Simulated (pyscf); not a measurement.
`[CH3][O][ZnH]` + `[H][H]` → `[ZnH2]` + `[CH3][OH]`, a four-centre exchange (singlet surface; O–Zn, H–H broken, H–Zn, H–O formed). Optimised with ωB97X-D3(BJ)/def2-SVP in PySCF. Energies in eV from the separated reactants.

AM1 to PM7: differences of heats of formation from MOPAC, which are fitted to 298 K values and so differ in kind from electronic energies by zero-point and thermal terms. 

### Question
Quick PM6 single points give ΔE‡ = 2.59 eV and ΔE = +3.27 eV. What does ωB97M-D3(BJ)/def2-TZVP give, and how far is the quick result from it?

### Answer
ωB97M-D3(BJ)/def2-TZVP gives ΔE‡ = 0.91 eV and ΔE = +0.17 eV. PM6 lies 1.69 eV over it in the barrier and 3.10 eV over it in the reaction energy, so on this step it does not hold to within 0.13 eV. At PM6 this geometry lies under one side, so its ΔE‡ may be no barrier of that level. ωB97M-D3(BJ)/def2-TZVP has limits of its own. On the product side the descent ends in an adduct with a O–Zn contact (not fully relaxed), 0.45 eV under the separated species and 1.13 eV under the saddle at ωB97X-D3(BJ)/def2-TZVP. What is counted as broken (O–Zn) persists as a longer contact in the product adduct; parting that adduct is a step of its own. At the saddle there is also a short H–Zn contact that neither side keeps. One saddle was located; it need not be the lowest between these sides. In the def2 sets elements up to Kr have no core potential.
